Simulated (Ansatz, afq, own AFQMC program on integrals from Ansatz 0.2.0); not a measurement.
# Ge2H3, doublet → Ge₂H₃, quartet

```tsv
atom	x (Å)	y (Å)	z (Å)
Ge	0.0000	0.0132	1.1812
Ge	0.0000	-0.0343	-1.2234
H	0.0000	1.2193	2.1518
H	0.0000	-1.2552	2.0686
H	0.0000	1.5605	-1.1845
```

Connectivity, by distances: GeH2–GeH.

E(quartet, charge +0) − E(doublet, charge +0) at this geometry, on UHF and UHF determinants.

Basis aug-cc-pVDZ. Only valence electrons are correlated. Ansatz 0.2.0 and our own AFQMC program on the same integrals; the CISD trial comes from CCSD amplitudes, and released means the phaseless constraint is let go. Error bars are statistical, one sigma. No spin–orbit coupling. The errors of all members are added in quadrature.

No full CI on the walks' own integrals is used here; CCSDT(Q) serves as the reference and is uncertain by about the last step of the cluster series. Each member takes its own surest rung, up to full CI.

Errors are counted within aug-cc-pVDZ, not against nature.

Cautions: inner d shell frozen; no relativity below Rb; no spin-orbit coupling; Ge₂H₃ (quartet): another spin lies lower, its ph-AFQMC/CISD value lies 15 ± 5 meV above CCSDT(Q).

```tsv
level	vertical spin gap (kJ/mol)
MP2	218.4
CCSD	222.1
```

Question: From these cheaper values, estimate the vertical spin gap at the reference level in aug-cc-pVDZ.

Answer: 226.0 kJ/mol (CCSDT(Q) in aug-cc-pVDZ).

| level | vertical spin gap (kJ/mol) | error against CCSDT(Q) (kJ/mol) |
| --- | --- | --- |
| HF | 166.3 | -59.7 |
| CCSD(T) | 225.5 | -0.5 |
| CCSDT | 225.7 | -0.4 |
| ph-AFQMC/HF | 228.4 ± 3.7 | 2.4 ± 3.7 |
| ph-AFQMC/CISD | 226.1 ± 0.7 | 0.1 ± 0.7 |
| released AFQMC | 225.2 ± 0.7 | -0.8 ± 0.7 |

Correlation beyond CCSD(T) adds 0.5 kJ/mol. The perturbative (T) step is worth +3.4 kJ/mol.

A walk keeps the symmetry of its determinant, which the program's search chose and which needn't be the lowest solution, so a lower state of the same spin and another symmetry isn't excluded. Released energies are given only where the last usable release times agree within the noise; a slower fall can still hide under it.
